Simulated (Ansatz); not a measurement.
**Smallest direct gap on the k points sampled of α-quartz (SiO2) at several levels of theory**

No measured value is used here.

```tsv
level (code)	value (eV)
LDA (Ansatz)	[?]
PBE (Ansatz)	6.33
r²SCAN (Ansatz)	6.98
B3LYP (VWN-RPA form) (Ansatz)	8.46
r²SCAN0 (Ansatz)	9.32
Hartree–Fock (Ansatz)	16.92
G0W0@PBE (Ansatz)	[?]
```

### Question
Complete the blanks.

### Answer

- LDA (Ansatz, a quantum-chemistry and plane-wave program), value (eV): 6.10
- G0W0@PBE (Ansatz), value (eV): 9.74 ± 0.01

Computed values are for a static lattice.  A ± on a computed value is a rough bar: the spread of its extrapolation, a floor set from checks against published values, or a statistical error. Values are at the measured cell. Cutoffs and k meshes differ between the levels. Ansatz's density-functional and Hartree–Fock values are scalar-relativistic unless marked +SOC, with PAW data made under PBE.
